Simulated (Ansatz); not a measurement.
A structure relaxed at PBE-D4/def2-TZVP in Ansatz, charge 0, singlet:

```xyz
8

Si   -0.0246   -0.1477    1.1632
Si    0.0246    0.1477   -1.1632
H    -0.3253    1.5594   -1.5160
H    -0.9580   -0.7668   -1.8249
H     1.3901   -0.1528   -1.6971
H    -1.3830    0.1778    1.7005
H     0.9764    0.7481    1.8229
H     0.2999   -1.5658    1.5147
```

Question: Give its formula, name or SMILES and point group.

Answer: Si(SiH3)H3 (Si2H6). Point group D3d (tolerance 0.1 Å).

Question: Summarise the bond lengths by kind (pairs closer than 1.2 times the sum of covalent radii, bridged metal pairs left out).

Answer: 1 × Si–Si 2.35 Å; 6 × H–Si 1.50 Å.
